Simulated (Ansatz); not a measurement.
Molecular dynamics, step by step

CH$_{7}$OSi, doublet, HF/STO-3G (Ansatz 0.2.0). Settings (timestep in fs, temperature in K; T counts 24 degrees of freedom):

```yaml
hamiltonian: {xc: hf}
md: {n_steps: 60, timestep: 1.0, temperature: 1500, ensemble: nve, seed: 27, initial_velocities: maxwell_boltzmann}
```

Start, the saddle point found with PBE0-D4 in triple zeta (not stationary at another level):

H1  (0.035, 0.084, -0.759)
Si2  (1.395, 0.865, -0.783)
O3  (-1.220, -0.629, -0.532)
C4  (-1.348, -0.847, 0.825)
H5  (2.465, -0.037, -1.281)
H6  (1.707, 1.303, 0.604)
H7  (1.259, 2.046, -1.672)
H8  (-1.391, 0.080, 1.414)
H9  (-0.581, -1.516, 1.236)
H10  (-2.320, -1.349, 0.947)
(Å)

```json
{"step": "0", "time (fs)": "0.00", "potential energy less the start (meV)": "0.0", "kinetic energy (meV)": "1551.1", "T (K)": "1500"}
{"step": "4", "time (fs)": "4.00", "potential energy less the start (meV)": "333.0", "kinetic energy (meV)": "1247.3", "T (K)": "1206"}
{"step": "8", "time (fs)": "8.00", "potential energy less the start (meV)": "44.1", "kinetic energy (meV)": "1516.2", "T (K)": "1466"}
{"step": "12", "time (fs)": "12.00", "potential energy less the start (meV)": "-107.0", "kinetic energy (meV)": "1675.4", "T (K)": "1620"}
{"step": "16", "time (fs)": "16.00", "potential energy less the start (meV)": "97.7", "kinetic energy (meV)": "1508.9", "T (K)": "1459"}
{"step": "20", "time (fs)": "20.00", "potential energy less the start (meV)": "166.8", "kinetic energy (meV)": "1427.2", "T (K)": "1380"}
{"step": "24", "time (fs)": "24.00", "potential energy less the start (meV)": "-293.7", "kinetic energy (meV)": "1857.0", "T (K)": "1796"}
{"step": "28", "time (fs)": "28.00", "potential energy less the start (meV)": "-367.5", "kinetic energy (meV)": "1939.7", "T (K)": "1876"}
{"step": "32", "time (fs)": "32.00", "potential energy less the start (meV)": "58.4", "kinetic energy (meV)": "1517.6", "T (K)": "1468"}
{"step": "36", "time (fs)": "36.00", "potential energy less the start (meV)": "-641.0", "kinetic energy (meV)": "2174.4", "T (K)": "2103"}
{"step": "40", "time (fs)": "40.00", "potential energy less the start (meV)": "-434.5", "kinetic energy (meV)": "1983.6", "T (K)": "1918"}
{"step": "44", "time (fs)": "44.00", "potential energy less the start (meV)": "-51.5", "kinetic energy (meV)": "1625.6", "T (K)": "1572"}
{"step": "48", "time (fs)": "48.00", "potential energy less the start (meV)": "-596.0", "kinetic energy (meV)": "2136.3", "T (K)": "2066"}
{"step": "52", "time (fs)": "52.00", "potential energy less the start (meV)": "-271.7", "kinetic energy (meV)": "1832.9", "T (K)": "1773"}
{"step": "56", "time (fs)": "56.00", "potential energy less the start (meV)": "59.8", "kinetic energy (meV)": "1535.5", "T (K)": "1485"}
{"step": "60", "time (fs)": "60.00", "potential energy less the start (meV)": "-420.0", "kinetic energy (meV)": "1978.7", "T (K)": "1913"}
```

Step 8, positions (Å) and forces (eV/Å):

```json
{"atom": "H1", "x": "0.233", "y": "0.084", "z": "-1.004", "Fx": "1.450", "Fy": "1.651", "Fz": "1.110"}
{"atom": "Si2", "x": "1.449", "y": "0.910", "z": "-0.793", "Fx": "-0.136", "Fy": "1.852", "Fz": "-0.267"}
{"atom": "O3", "x": "-1.270", "y": "-0.705", "z": "-0.568", "Fx": "-1.261", "Fy": "-1.038", "Fz": "2.065"}
{"atom": "C4", "x": "-1.439", "y": "-0.869", "z": "0.906", "Fx": "3.282", "Fy": "1.656", "Fz": "-1.535"}
{"atom": "H5", "x": "2.359", "y": "0.058", "z": "-1.421", "Fx": "0.984", "Fy": "0.042", "Fz": "-0.780"}
{"atom": "H6", "x": "2.115", "y": "1.122", "z": "0.560", "Fx": "-1.899", "Fy": "-0.250", "Fz": "-1.869"}
{"atom": "H7", "x": "1.268", "y": "2.264", "z": "-1.543", "Fx": "0.529", "Fy": "-2.773", "Fz": "1.618"}
{"atom": "H8", "x": "-1.373", "y": "0.166", "z": "1.349", "Fx": "0.053", "Fy": "-1.589", "Fz": "-0.110"}
{"atom": "H9", "x": "-0.670", "y": "-1.574", "z": "1.332", "Fx": "-0.785", "Fy": "1.206", "Fz": "-0.461"}
{"atom": "H10", "x": "-2.381", "y": "-1.276", "z": "1.109", "Fx": "-2.217", "Fy": "-0.757", "Fz": "0.229"}
```

Step 12, positions (Å) and forces (eV/Å):

```tsv
atom	x	y	z	Fx	Fy	Fz
H1	0.183	0.122	-0.961	2.816	2.063	0.795
Si2	1.489	0.937	-0.802	-0.027	-2.192	-2.027
O3	-1.310	-0.757	-0.568	-1.070	-0.658	2.665
C4	-1.472	-0.873	0.920	-3.145	-0.489	-2.003
H5	2.470	0.143	-1.626	-1.246	1.337	1.171
H6	2.085	1.055	0.519	-0.860	-0.079	-0.630
H7	1.333	2.242	-1.419	0.052	-0.689	0.529
H8	-1.327	0.053	1.411	-0.377	2.111	0.145
H9	-0.706	-1.444	1.380	0.660	-2.007	0.186
H10	-2.562	-1.233	1.176	3.197	0.602	-0.831
```

Step 28, positions (Å) and forces (eV/Å):

```tsv
atom	x	y	z	Fx	Fy	Fz
H1	0.492	0.539	-1.000	-4.844	-2.281	-0.450
Si2	1.665	1.046	-0.860	2.950	0.808	0.663
O3	-1.532	-0.993	-0.471	0.357	0.014	-1.803
C4	-1.603	-0.868	0.927	-3.877	-2.046	0.470
H5	2.472	0.574	-1.844	1.321	-0.479	-1.740
H6	2.228	0.697	0.331	0.656	-0.630	1.792
H7	1.524	2.386	-0.861	-0.025	2.614	-0.284
H8	-1.380	0.100	1.274	0.249	2.022	0.683
H9	-0.961	-1.572	1.422	0.416	-0.735	0.607
H10	-2.722	-1.127	1.145	2.798	0.712	0.061
```

Last step (60):

```xyz
10
angstrom
H 0.7102 1.0341 -1.3712
Si 2.0310 1.2954 -0.9509
O -1.9855 -1.4713 -0.3504
C -1.9237 -0.8975 1.0227
H 2.7796 1.4542 -2.2436
H 2.6697 0.1823 -0.4221
H 2.1086 2.3216 -0.0757
H -1.4815 0.1734 1.0110
H -1.4508 -1.7154 1.6421
H -2.8740 -0.8511 1.4012
```

Hardware: 4 CPU threads of an AMD EPYC 7R43, shared host. Wall time about 14 s.
